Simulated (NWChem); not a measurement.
# M06-2X/def2-TZVP run of BHO2 (SMILES O=BO)

What is the vertical ionisation energy of BHO2 at M06-2X/def2-TZVP? 

The results are computed with NWChem 7.3.0.

2 further runs of the same task are left out: 1 that didn't finish, 1 set aside as unsound or not needed.

## (1) The structure to begin with

BHO2: 4 atoms, total charge 0, spin state singlet. As SMILES, `O=BO`. The shape is that of a PBE0-D4/def2-TZVP optimisation.

Bond lengths: O1–B2 1.210 Å, B2–O3 1.322 Å, O3–H4 0.960 Å. Angles: O1–B2–O3 177.5°, B2–O3–H4 117.0°.

## (2) A single-point energy at M06-2X/def2-TZVP

The input, nw.nw:

```
start nw
memory 2200 mb

geometry noautosym nocenter noautoz
 O    -1.555100    0.523500    0.428500
 B    -0.423900    0.132000    0.248600
 O     0.816700   -0.302000    0.108600
 H     1.162300   -0.353500   -0.785700
end

basis spherical bse
 * library def2-TZVP
end

dft
 xc m06-2x
 grid lebedev 75 11
 convergence energy 1e-08
 maxiter 100
 mulliken
 print low
end

task dft energy
```

Started as:

```sh
nwchem nw.nw > nw.out
```

The program printed:

```text
[...]
 d= 0,ls=0.0,diis     1   -175.8754867604 -2.30D+02  9.56D-03  1.01D+00     2.1
[...]
 d= 0,ls=0.0,diis    10   -175.9988135678 -2.58D-09  4.61D-07  6.85D-09    16.6
         Total DFT energy =     -175.998813567754
      One electron energy =     -347.760132980553
           Coulomb energy =      139.366771811160
    Exchange-Corr. energy =      -21.611032885511
 Nuclear repulsion energy =       54.005580487150
[...]
      Total Density - Mulliken Population Analysis
     ---------------------------------------------
    Atom       Charge   Shell Charges
 -----------   ------   -------------------------------------------------------
    1 O    8     8.26   0.79  1.18  0.61  0.84  0.35  1.86  1.78  0.83  0.00  0.01  0.00
    2 B    5     4.72   0.92  1.05  0.54  0.16  0.01  1.03  0.60  0.09  0.11  0.16  0.05
    3 O    8     8.39   0.79  1.18  0.58  0.86  0.31  1.92  1.92  0.81  0.00  0.01  0.00
    4 H    1     0.63   0.25  0.32  0.02  0.05
[...]
```

Wall time 17 s (1 thread of Intel Xeon Platinum 8259CL at 2.50GHz (Skylake/Cascade Lake), shared host); peak memory 0.11 GiB.

## (3) The doublet cation

The input, bho2.nw:

```
start bho2
title "BHO2 M06-2X"
memory stack 880 mb heap 220 mb global 1100 mb
charge 1

geometry noautosym nocenter noautoz
  O     -1.555100     0.523500     0.428500
  B     -0.423900     0.132000     0.248600
  O      0.816700    -0.302000     0.108600
  H      1.162300    -0.353500    -0.785700
end

basis "ao basis" spherical bse
  O library def2-TZVP
  B library def2-TZVP
  H library def2-TZVP
end

dft
  xc m06-2x
  mult 2
  grid lebedev 75 11
  convergence energy 1e-08
  maxiter 100
  mulliken
  print low
end

task dft energy
```

Started as:

```sh
nwchem bho2.nw > bho2.out
```

The program printed:

```text
[...]
 d= 0,ls=0.0,diis     1   -175.3406924766 -2.29D+02  5.44D-03  4.72D-01     2.7
[...]
 d= 0,ls=0.0,diis    14   -175.5414711760 -4.03D-09  2.79D-07  6.87D-10    29.6
[...]
         Total DFT energy =     -175.541471176030
      One electron energy =     -340.106305269414
           Coulomb energy =      131.817942554405
    Exchange-Corr. energy =      -21.258688948171
 Nuclear repulsion energy =       54.005580487150
[...]
      Total Density - Mulliken Population Analysis
     ---------------------------------------------
    Atom       Charge   Shell Charges
 -----------   ------   -------------------------------------------------------
    1 O    8     7.78   0.80  1.18  0.64  0.90  0.34  1.81  1.66  0.44  0.00  0.02  0.00
    2 B    5     4.51   0.92  1.05  0.56  0.18  0.00  0.98  0.52  0.00  0.10  0.13  0.05
    3 O    8     8.14   0.79  1.18  0.59  0.89  0.28  1.89  1.89  0.61  0.00  0.02  0.00
    4 H    1     0.57   0.23  0.28  0.01  0.05
[...]
      <S2> =      0.7620 (Exact =     0.7500)
[...]
```

Run time: 30 s. Hardware: 1 thread of Intel Xeon Platinum 8259CL at 2.50GHz (Skylake/Cascade Lake), shared host; peak memory 0.12 GiB.

## (4) What came out

Level: M06-2X/def2-TZVP.

```
                                          quantity          value
                        singlet BHO2: total energy  -175.99881 Eh
                      doublet cation: total energy  -175.54147 Eh
                              doublet cation: ⟨S²⟩          0.762
vertical ionisation energy (to the doublet cation)      12.445 eV
```

The vertical ionisation energy comes to 12.44 eV (287 kcal/mol). Mulliken charges (singlet BHO2) run from -0.39 on O3 to +0.37 on H4. Mulliken charges (doublet cation) run from -0.14 on O3 to +0.49 on B2.
